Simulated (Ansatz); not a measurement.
Frontier orbitals of C₄H₇NO (`O=C1CCCN1`).

```xyz
13

O    -1.329   -2.197   -0.241
C    -0.685   -1.178   -0.152
C    -1.051    0.080    0.618
C     0.236    0.897    0.643
C     1.001    0.415   -0.595
N     0.513   -0.935   -0.750
H    -1.850    0.580    0.061
H    -1.448   -0.175    1.599
H     0.812    0.656    1.539
H     0.073    1.975    0.630
H     2.083    0.435   -0.448
H     0.769    1.031   -1.474
H     0.876   -1.584   -1.428
```

The species carries charge 0 and has multiplicity 1. All single points use the PBE0-D4/def2-TZVP geometry. Basis def2-TZVPP, the Gaussian-basis code of Ansatz.

```json
{"functional": "PBE", "HOMO (eV)": "-5.50", "LUMO (eV)": "-0.23", "gap (eV)": "5.27"}
{"functional": "BLYP", "HOMO (eV)": "-5.41", "LUMO (eV)": "-0.14", "gap (eV)": "5.27"}
{"functional": "r2SCAN", "HOMO (eV)": "-5.81", "LUMO (eV)": "0.05", "gap (eV)": "5.86"}
{"functional": "PBE0", "HOMO (eV)": "-7.09", "LUMO (eV)": "0.84", "gap (eV)": "7.93"}
{"functional": "BHLYP", "HOMO (eV)": "-8.55", "LUMO (eV)": "1.48", "gap (eV)": "10.03"}
{"functional": "ωB97M-V", "HOMO (eV)": "-9.48", "LUMO (eV)": "2.31", "gap (eV)": "11.79"}
```

Against PBE, PBE0 changes HOMO and LUMO by −1.59 and +1.08 eV, ωB97M-V by −3.98 and +2.54 eV. A gap of 5.27 eV thus becomes 11.79 eV for the same molecule, so an orbital gap means little without its functional. A positive LUMO is unbound and depends on the basis.
